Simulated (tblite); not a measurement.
Compound: C6H9 (doublet state).
Atom-mapped SMILES: `[CH:1]=[C:2]=[C:3]([CH3:4])[CH2:5][CH3:6]` (hydrogens: H7 on C1; H8, H9, H10 on C4; H11, H12 on C5; H13, H14, H15 on C6)

Structure used (GFN2-xTB), in Å, numbered top down from 1:
```
atom  x, y, z in Å
C1    -1.2112    2.6067    0.1060
C2    -0.9104    1.4293    0.0476
C3    -0.5812    0.1066   -0.0284
C4    -1.2776   -0.8965    0.8261
C5     0.5162   -0.3476   -0.9359
C6     1.8504   -0.4929   -0.1896
H7    -1.4713    3.6209    0.1576
H8    -2.0568   -0.4274    1.4222
H9    -0.5720   -1.3869    1.5017
H10   -1.7268   -1.6786    0.2089
H11    0.2519   -1.3159   -1.3717
H12    0.6456    0.3741   -1.7458
H13    1.7622   -1.2190    0.6153
H14    2.6281   -0.8270   -0.8727
H15    2.1485    0.4622    0.2368
```

Level: GFN2-xTB in tblite, geometry and Hessian alike; calculated harmonic values, unscaled, isolated species. The method is semi-empirical: single wavenumbers can be off by several per cent or more. One conformer, not necessarily the lowest. Open shells enter through the occupations alone, without spin polarisation, and single modes of such species can be off by tens of per cent.

Harmonic wavenumbers (cm⁻¹): 26.9, 76.5, 147.8, 184.1, 214.5, 292.8, 343.0, 417.7, 474.8, 511.9, 658.4, 763.8, 821.1, 970.9, 993.2, 1027.0, 1058.0, 1060.3, 1226.5, 1250.4, 1307.6, 1367.6, 1395.0, 1402.0, 1467.2, 1471.6, 1484.7, 1499.8, 1502.2, 2115.7, 2943.0, 2944.8, 2969.2, 2975.1, 3029.5, 3035.0, 3040.0, 3044.1, 3393.6.

A = 5073, B = 2558, C = 1916 MHz; mass 81.070 u (most abundant isotopes); point group C1, symmetry number 1; spin multiplicity 2.

Task: What is the zero-point energy?

Result: Half the sum of the wavenumbers: 27454 cm⁻¹ = 328.42 kJ/mol.

Task: Entropy at 500 K, 1 bar (ideal gas, RRHO, classical rotation)?

Result: Translation 174.42, rotation 119.25, vibration 158.49, spin (R ln 2) 5.76: S = 457.9 J/(mol K).

Task: And Cp and H(500 K) − H(0)?

Result: Cp = 178.90 J/(mol K), of which vibrations give 145.65 (their classical limit is 39 R = 324.3); H(500 K) − H(0) = 55.35 kJ/mol without the zero-point energy, 38.72 from vibrations.

Task: Which modes carry the vibrational entropy at 500 K?

Result: 26.9 cm⁻¹: 29.59; 76.5 cm⁻¹: 20.92; 147.8 cm⁻¹: 15.49; 184.1 cm⁻¹: 13.69; 214.5 cm⁻¹: 12.46; 292.8 cm⁻¹: 9.98 J/(mol K); the other 33 give 56.37 together.

Task: Blend soft modes into free rotors: weight 1/[1 + (100 cm⁻¹/ν̃)⁴] for the oscillator and the rest for a rotor with moment μB/(μ + B), μ = h/(8π²ν), B = 10⁻⁴⁴ kg m². What vibrational entropy results?

Result: 143.50 J/(mol K) in place of 158.49, which changes −T·S at 500 K by +7.50 kJ/mol.

Hindered rotation and anharmonicity are outside this model. Other conformers, if any are populated, would add a mixing term that is left out. The structure is chiral; the term R ln 2 for an equal mix with its mirror image is left out.

The run took 0.74 s wall on one thread of an Intel Xeon at 2.70 GHz, shared host. The figure is for the frequency step alone.
